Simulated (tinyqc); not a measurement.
Inside a calculation. Method: CIS on RHF in the sto-6g basis, frozen core, for H2F+, spin multiplicity 1. One step of it, computed by the program tinyqc.

Problem. CIS matrix, triplets. A(ia,jb) = (e_a - e_i) d_ij d_ab - (ij|ab).

orbital energies (hartree): MO1 -26.909705, MO2 -1.987561, MO3 -1.076085, MO4 -1.024954, MO5 -1.000345, MO6 -0.100771, MO7 -0.002406

Two-electron integrals over orbitals (pq|rs), unique and non-zero (hartree); the lowest 1 orbital is frozen and left out:
```
(22|22) 0.867258    (32|32) 0.153206    (33|22) 0.755552    (33|33) 0.723767
(42|22) -0.012158   (42|33) -0.011777   (42|42) 0.158163    (43|32) 0.005861
(43|43) 0.050754    (44|22) 0.797801    (44|33) 0.693207    (44|42) -0.081110
(44|44) 0.829095    (52|52) 0.184948    (53|53) 0.038345    (54|52) -0.032753
(54|54) 0.050495    (55|22) 0.888165    (55|33) 0.743618    (55|42) -0.056449
(55|44) 0.805941    (55|55) 0.998085    (62|22) -0.134358   (62|33) -0.086379
(62|42) -0.051878   (62|44) -0.080279   (62|55) -0.133651   (62|62) 0.072881
(63|32) 0.016103    (63|43) 0.017495    (63|63) 0.062142    (64|22) -0.174087
(64|33) -0.107013   (64|42) 0.027187    (64|44) -0.171680   (64|55) -0.180978
(64|62) 0.057691    (64|64) 0.101910    (65|52) -0.044409   (65|54) -0.012733
(65|65) 0.023412    (66|22) 0.560652    (66|33) 0.539874    (66|42) 0.061747
(66|44) 0.534621    (66|55) 0.538238    (66|62) -0.055109   (66|64) -0.030006
(66|66) 0.537767    (72|32) -0.070318   (72|43) 0.021856    (72|63) 0.023044
(72|72) 0.054213    (73|22) -0.218678   (73|33) -0.170844   (73|42) 0.059622
(73|44) -0.186215   (73|55) -0.235660   (73|62) 0.060285    (73|64) 0.106409
(73|66) -0.017826   (73|73) 0.163753    (74|32) 0.053728    (74|43) 0.000120
(74|63) 0.047240    (74|72) -0.008872   (74|74) 0.053791    (75|53) -0.025080
(75|75) 0.018146    (76|32) 0.078904    (76|43) 0.055534    (76|63) 0.078300
(76|72) 0.007003    (76|74) 0.068913    (76|76) 0.159640    (77|22) 0.579027
(77|33) 0.582534    (77|42) 0.013306    (77|44) 0.554561    (77|55) 0.564098
(77|62) -0.037265   (77|64) -0.025479   (77|66) 0.527820    (77|73) -0.050051
(77|77) 0.553496
```

Give: CIS matrix A, triplet.

Solution.

CIS matrix A, triplet (hartree), lower triangle:
```
         2>6      2>7      3>6      3>7     4>6     4>7     5>6     5>7
2>6   1.3261
2>7   0.0000   1.4061
3>6   0.0000  -0.0789   0.4354
3>7  -0.0789   0.0000   0.0000   0.4911
4>6  -0.0617   0.0000   0.0000  -0.0555  0.3896
4>7   0.0000  -0.0133  -0.0555   0.0000  0.0000  0.4680
5>6   0.0000   0.0000   0.0000   0.0000  0.0000  0.0000  0.3613
5>7   0.0000   0.0000   0.0000   0.0000  0.0000  0.0000  0.0000  0.4338
```
